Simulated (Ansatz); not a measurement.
CH$_{4}$NO (charge +1), singlet: a pair in one relaxed arrangement.

in.yaml

```yaml
crystal:
  periodic: [false, false, false]
  atoms:
    - {symbol: O, position_ang: [0.233250, -0.025060, -1.554331]}
    - {symbol: H, position_ang: [0.573482, 0.787698, -1.953749]}
    - {symbol: H, position_ang: [-0.484115, -0.386264, -2.093579]}
    - {symbol: H, position_ang: [0.073563, -0.018625, -0.400683]}
    - {symbol: C, position_ang: [-0.133607, -0.120164, 2.020612]}
    - {symbol: N, position_ang: [-0.046853, -0.063796, 0.889327]}
    - {symbol: H, position_ang: [-0.215720, -0.173689, 3.092403]}
basis:
  gaussian: {orbitals: "def2-TZVPPD.json"}
total_charge: 1
hamiltonian: {xc: pbe, dispersion: d4}
```

The basis file named in the input lies beside it (Basis Set Exchange, JSON).

Run by:

```bash
ansatz run in.yaml --threads 2 --pin off --events-out ev --progress --plain --max-ram 5222MiB
```

The run's output (Ansatz 0.2.0):

```
Functional definition: PBE
  name "PBE"
  cite "Perdew, Burke & Ernzerhof, Phys. Rev. Lett. 77, 3865 (1996) doi:10.1103/PhysRevLett.77.3865"
  parent pbe
  parameter kappa = 0.804
  parameter beta = 0.06672455060314922
  exchange = pbe_x(kappa = kappa, mu = beta*pi^2/3)
  correlation = pbe_c(beta = beta)
773 factors; their error is unknown
mean field evaluation 1: about -4608.5398 eV, gradient 1.1e2 eV
mean field evaluation 2: about -4547.5441 eV, gradient 1.9e2 eV
mean field evaluation 4: about -4625.7574 eV, gradient 3.3e1 eV
mean field evaluation 8: about -4627.6684 eV, gradient 6.6e-2 eV
mean field evaluation 16: about -4627.6543 eV, gradient 8.0e-5 eV
mean field -4627.65427840 eV, -170.0631579946 hartree, gradient 8.0e-5 eV, S^2 0.000000; 0 other end points of the search recorded, 0 dependent functions left out
reference -4627.65431995 eV, -170.0631595213 hartree; 12, 12 occupied and 170, 170 virtual orbitals, 773 factors
Total energy: -4627.70078240 eV, -170.0648669848 hartree
```

The lines “mean field evaluation” count trial sets of orbitals through the whole run, from several starts and some on an approximate energy, so they need not fall steadily or lie above the final value.

The run took about 1.1 s on 2 CPU threads of an Intel Xeon Platinum 8375C (shared host).
